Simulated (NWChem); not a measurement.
# AlH3S (SMILES [AlH2][SH]) at 4 levels

We compute a comparison of 4 runs (HF/STO-3G, HF/3-21G, B3LYP/6-31G*) of AlH3S. 

The calculation is run with NWChem 7.3.0.

**1. The molecule**

AlH3S: 5 atoms, total charge 0, spin state singlet. SMILES: `[AlH2][SH]`. Geometry: relaxed at PBE0-D4/def2-TZVP.

Bond lengths: Al1–S2 2.181 Å, Al1–H3 1.579 Å, Al1–H4 1.581 Å, S2–H5 1.344 Å. Angles: Al1–S2–H5 93.7°, S2–Al1–H3 116.5°, S2–Al1–H4 118.9°, H3–Al1–H4 124.6°.

**2. Energy and gradient at HF/STO-3G (run 1)**

Input file input.nw:

```
START input
memory 2200 mb

GEOMETRY noautosym nocenter noautoz
Al      -0.616100      -0.064200      -0.181700
S        1.129100      -0.343100       1.096600
H       -1.981700      -0.650100       0.351100
H       -0.441100       0.696000      -1.556400
H        1.959700       0.287800       0.249000
END

BASIS "ao basis" spherical bse
* library STO-3G
END

SCF
thresh 1e-08
maxiter 80
END

TASK scf gradient
```

Command:

```
$ nwchem input.nw > input.out
```

The log of the run:

```text
[...]
  functions       =    21
[...]
  wavefunction    = RHF
[...]
         Total SCF energy =   -633.945389538490
      One-electron energy =  -1031.768781047819
      Two-electron energy =    324.008486431258
 Nuclear repulsion energy =     73.814905078071
        Time for solution =      0.4s
[...]
                         RHF ENERGY GRADIENTS
    atom               coordinates                        gradient
                 x          y          z           x          y          z
   1 Al     -1.164260  -0.121320  -0.343363    0.004709   0.001658  -0.001128
   2 S       2.133690  -0.648365   2.072274    0.022769  -0.012036   0.032686
   3 H      -3.744870  -1.228511   0.663483   -0.038163  -0.017651   0.017322
   4 H      -0.833558   1.315249  -2.941170    0.006102   0.022091  -0.039518
   5 H       3.703296   0.543863   0.470542    0.004583   0.005938  -0.009362
[...]
```

Wall time 1.2 s (1 thread of Intel Xeon Platinum 8488C (Sapphire Rapids), shared host); peak memory 0.099 GiB.

**3. Energy and forces at HF/3-21G (run 2)**

Input file work.xyz:

```xyz
5

Al    -0.616100    -0.064200    -0.181700
S      1.129100    -0.343100     1.096600
H     -1.981700    -0.650100     0.351100
H     -0.441100     0.696000    -1.556400
H      1.959700     0.287800     0.249000
```

Input file run.py:

```python
from ase.io import read
from ase.calculators.nwchem import NWChem

atoms = read('work.xyz')

calc = NWChem(
    label='work',
    theory='scf',
    memory='2200 mb',
    basis='3-21G',
    basispar='spherical bse',
    scf={'nopen': '0', 'rhf': None, 'thresh': '1e-08', 'maxiter': '80'},
)
atoms.calc = calc

forces = atoms.get_forces()
print("Total energy (eV):", round(atoms.get_potential_energy(), 6))
print("forces (eV/A):")
for s, f in zip(atoms.symbols, forces):
    print(f"{s:2s} {f[0]:10.5f} {f[1]:10.5f} {f[2]:10.5f}")
print("dipole (e A):", atoms.get_dipole_moment().round(4))
```

Command:

```
$ export ASE_NWCHEM_COMMAND="nwchem PREFIX.nwi > PREFIX.nwo"
$ python run.py
```

The log of the run:

```text
Total energy (eV): -17358.305586
forces (eV/A):
Al   -1.30206   -0.01759   -0.52389
S     0.78393   -0.08058    0.48913
H    -0.12172   -0.04767    0.03898
H     0.08870    0.07749   -0.10963
H     0.55114    0.06834    0.10542
dipole (e A): [-0.1695  0.179  -0.4137]
```

The calculator wrote work.nwi:

```
title "work"

permanent_dir work

scratch_dir work

start work

geometry units angstrom nocenter noautosym noautoz
  Al -6.1609999999999998e-01 -6.4199999999999993e-02 -1.8170000000000000e-01
  S  1.1291000000000000e+00 -3.4310000000000002e-01 1.0966000000000000e+00
  H  -1.9817000000000000e+00 -6.5010000000000001e-01 3.5110000000000002e-01
  H  -4.4109999999999999e-01 6.9599999999999995e-01 -1.5564000000000000e+00
  H  1.9597000000000000e+00 2.8780000000000000e-01 2.4900000000000000e-01
end

memory 2200 mb

basis spherical bse noprint
   * library 3-21G
end

scf
  nopen 0
  rhf
  thresh 1e-08
  maxiter 80
end

task scf gradient
```

work.nwo:

```text
Northwest Computational Chemistry Package (NWChem) 7.3.0
             --------------------------------------------------------

           Job information
           ---------------

    nwchem branch   = 7.3.0
    use scalapack   = T
    input           = work.nwi
    prefix          = work.
    data base       = work/work.db
    status          = startup
    nproc           =        1

           Memory information
           ------------------

    heap     =     72089598 doubles =      550.0 Mbytes
    stack    =     72089595 doubles =      550.0 Mbytes
    global   =    144179200 doubles =     1100.0 Mbytes (distinct from heap & stack)
    total    =    288358393 doubles =     2200.0 Mbytes
    verify   = yes
    hardfail = no

[... 125 lines left out ...]
 Convergence threshold     :          1.000E-08
[... 12 lines left out ...]
       Final RHF  results
[... 3 lines left out ...]
      One-electron energy =  -1031.626720600353
[... 1 line left out ...]
 Nuclear repulsion energy =     73.814905078071
[... 34 lines left out ...]
                       ROHF Final Molecular Orbital Analysis
[... 199 lines left out ...]
    atom               coordinates                        gradient
                 x          y          z           x          y          z
   1 Al     -1.164260  -0.121320  -0.343363    0.025321   0.000342   0.010188
   2 S       2.133690  -0.648365   2.072274   -0.015245   0.001567  -0.009512
   3 H      -3.744870  -1.228511   0.663483    0.002367   0.000927  -0.000758
   4 H      -0.833558   1.315249  -2.941170   -0.001725  -0.001507   0.002132
   5 H       3.703296   0.543863   0.470542   -0.010718  -0.001329  -0.002050

                 ----------------------------------------
                 |  Time  |  1-e(secs)   |  2-e(secs)   |
                 ----------------------------------------
                 |  CPU   |       0.00   |       0.19   |
                 ----------------------------------------
                 |  WALL  |       0.00   |       0.19   |
                 ----------------------------------------

 Task  times  cpu:        0.7s     wall:        0.7s
 Total times  cpu:        0.8s     wall:        0.8s
```

Wall time 2 s (1 thread of Intel Xeon Platinum 8488C (Sapphire Rapids), shared host); peak memory 0.099 GiB.

Run 3 isn't shown in full; the table further down has it.

**4. Energy and forces at B3LYP/6-31G(d) (spherical functions) (run 4)**

Input file run.py:

```python
from ase import Atoms
from ase.calculators.nwchem import NWChem

molecule = Atoms('AlSHHH', positions=[
    [-0.616100, -0.064200, -0.181700],
    [1.129100, -0.343100, 1.096600],
    [-1.981700, -0.650100, 0.351100],
    [-0.441100, 0.696000, -1.556400],
    [1.959700, 0.287800, 0.249000],
])

calc = NWChem(
    label='struct',
    theory='dft',
    memory='2200 mb',
    basis='6-31G*',
    basispar='spherical bse',
    dft={'xc': 'b3lyp', 'mult': '1', 'grid': 'xfine', 'convergence': 'energy 1e-08', 'iterations': '100', 'mulliken': None},
)
molecule.calc = calc

forces = molecule.get_forces()
e = molecule.get_potential_energy()
print(f"E = {e:.6f} eV")
print("forces (eV/A):")
for s, f in zip(molecule.symbols, forces):
    print(f"{s:2s} {f[0]:10.5f} {f[1]:10.5f} {f[2]:10.5f}")
print("dipole (e A):", molecule.get_dipole_moment().round(4))
```

Command:

```
$ export ASE_NWCHEM_COMMAND="nwchem PREFIX.nwi > PREFIX.nwo"
$ python run.py
```

The log of the run:

```text
E = -17481.941983 eV
forces (eV/A):
Al   -0.24009   -0.00802   -0.08778
S     0.05286   -0.09112    0.19638
H    -0.03363   -0.01548    0.01522
H     0.02659    0.02653   -0.03908
H     0.19432    0.08809   -0.08474
dipole (e A): [-0.0201  0.119  -0.2355]
```

The calculator wrote struct.nwi:

```
title "struct"

permanent_dir struct

scratch_dir struct

start struct

geometry units angstrom nocenter noautosym noautoz
  Al -6.1609999999999998e-01 -6.4199999999999993e-02 -1.8170000000000000e-01
  S  1.1291000000000000e+00 -3.4310000000000002e-01 1.0966000000000000e+00
  H  -1.9817000000000000e+00 -6.5010000000000001e-01 3.5110000000000002e-01
  H  -4.4109999999999999e-01 6.9599999999999995e-01 -1.5564000000000000e+00
  H  1.9597000000000000e+00 2.8780000000000000e-01 2.4900000000000000e-01
end

memory 2200 mb

basis spherical bse noprint
   * library 6-31G*
end

dft
  xc b3lyp
  mult 1
  grid xfine
  convergence energy 1e-08
  iterations 100
  mulliken
end

task dft gradient
```

struct.nwo:

```text
Northwest Computational Chemistry Package (NWChem) 7.3.0
             --------------------------------------------------------

           Job information
           ---------------

    nwchem branch   = 7.3.0
    use scalapack   = T
    input           = struct.nwi
    prefix          = struct.
    data base       = struct/struct.db
    status          = startup
    nproc           =        1

           Memory information
           ------------------

    heap     =     72089598 doubles =      550.0 Mbytes
    stack    =     72089595 doubles =      550.0 Mbytes
    global   =    144179200 doubles =     1100.0 Mbytes (distinct from heap & stack)
    total    =    288358393 doubles =     2200.0 Mbytes
    verify   = yes
    hardfail = no

[... 96 lines left out ...]
  convergence criterion.
[... 40 lines left out ...]
          Spatial weights used:  Erf1
[... 76 lines left out ...]
         Total DFT energy =     -642.449523434372
[... 3 lines left out ...]
 Nuclear repulsion energy =       73.814905078071
[... 364 lines left out ...]
          Convergence on gradient requested:  5.00D-04
[... 27 lines left out ...]
          total energy or number of iterations.
[... 28 lines left out ...]
    atom               coordinates                        gradient
                 x          y          z           x          y          z
   1 Al     -1.164260  -0.121320  -0.343363    0.004669   0.000156   0.001707
   2 S       2.133690  -0.648365   2.072274   -0.001028   0.001772  -0.003819
   3 H      -3.744870  -1.228511   0.663483    0.000654   0.000301  -0.000296
   4 H      -0.833558   1.315249  -2.941170   -0.000517  -0.000516   0.000760
   5 H       3.703296   0.543863   0.470542   -0.003779  -0.001713   0.001648

                 ----------------------------------------
                 |  Time  |  1-e(secs)   |  2-e(secs)   |
                 ----------------------------------------
                 |  CPU   |       0.00   |       1.56   |
                 ----------------------------------------
                 |  WALL  |       0.00   |       1.56   |
                 ----------------------------------------

 Task  times  cpu:       10.7s     wall:       10.7s
 Total times  cpu:       10.7s     wall:       10.7s
```

Run time: 12 s. Hardware: 1 thread of Intel Xeon Platinum 8488C (Sapphire Rapids), shared host; peak memory 0.12 GiB.

**5. Overview of the runs**

```tsv
run	level	Cartesian functions	iteration cap	energy (Eh)	dipole moment (D)	HOMO energy (eV)	LUMO energy (eV)	wall time
1	HF/STO-3G	no	80	-633.945390	1.51	-6.67	8.61	1.2 s
2	HF/3-21G	no	80	-637.905970	2.31	-10.64	1.03	2 s
3	B3LYP/6-31G* (Cartesian functions)	yes	100	-642.453872	–	–	–	11 s
4	B3LYP/6-31G* (spherical functions)	no	100	-642.449523	1.27	-7.51	-1.59	12 s
```

**6. What came out**

```
                       quantity          value
            run 4: total energy  -642.44952 Eh
           run 4: dipole moment         1.27 D
             run 4: HOMO energy       -7.51 eV
             run 4: LUMO energy       -1.59 eV
           run 4: HOMO–LUMO gap        5.92 eV
run 4: largest force on an atom     0.256 eV/Å
```

Over runs 1, 2, 4 the dipole moment (its size) runs from 1.27 D (B3LYP/6-31G*) to 2.31 D (HF/3-21G). The two ends differ in method and basis. Over runs 1, 2, 4 the HOMO–LUMO gap runs from 5.92 eV (B3LYP/6-31G*) to 15.28 eV (HF/STO-3G). In run 1 the basis is minimal, so the values are rough. All runs together took 27 s, the longest 12 s.
